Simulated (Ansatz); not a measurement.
`CC[SiH]` + silanol → `[SiH]O[SiH3]` + ethane at 600 K and 1 bar (ligand exchange at the Si–C bond).

Program: Ansatz. Geometries: PBE0-D4/def2-TZVP. ΔE: electronic, gas phase. CBS: MP2 limit from def2 TZ/QZ plus the TZ coupled-cluster correction, frozen cores. This one scheme is used for every species.

```
       species  CCSD(T)/CBS energy (Eh)  H − E (kJ/mol)  S (J/(mol·K))
     `CC[SiH]`               -368.72354           231.4          358.5
     `O[SiH3]`               -366.69042           135.7          307.9
`[SiH]O[SiH3]`               -655.75389           140.8          371.8
          `CC`                -79.71954           228.8          274.9
```

H − E and S are ideal-gas, rigid-rotor, harmonic terms from PBE0-D4/def2-TZVP, for one conformer and one mirror image of each species. 1 Eh = 2625.50 kJ/mol, R = 8.31446 J/(mol·K).

Question: By hand: ΔE, ΔH, ΔS and ΔG.

Answer: ΔE = (-655.75389) + (-79.71954) − (-368.72354) − (-366.69042) = -0.05947 Eh = -156.1 kJ/mol. Δ(H − E) = 140.8 + 228.8 − 231.4 − 135.7 = 2.5, so ΔH = -153.6 kJ/mol. ΔS = 371.8 + 274.9 − 358.5 − 307.9 = -19.7 J/(mol·K). ΔG = -153.6 − 600 × (-19.7)/1000 = -141.8 kJ/mol.

Question: By hand: the equilibrium constant, and the temperature at which ΔG would vanish if ΔH and ΔS stayed fixed.

Answer: log₁₀ K = −ΔG/(RT ln 10) = 12.3. ΔG = 0 at ΔH/ΔS = 7797 K, far beyond where these terms or the molecules hold.

ΔH outweighs TΔS. A doubt of 5 kJ/mol in ΔE shifts log₁₀ K by 0.4 here. Other conformers and mirror images would add mixing entropy, several J/(mol·K) or more a flexible species. These are equilibria of isolated gas molecules and say nothing of rates. Largest T1 diagnostic: 0.014 (customary marks: 0.02 for closed shells, 0.045 for open ones).
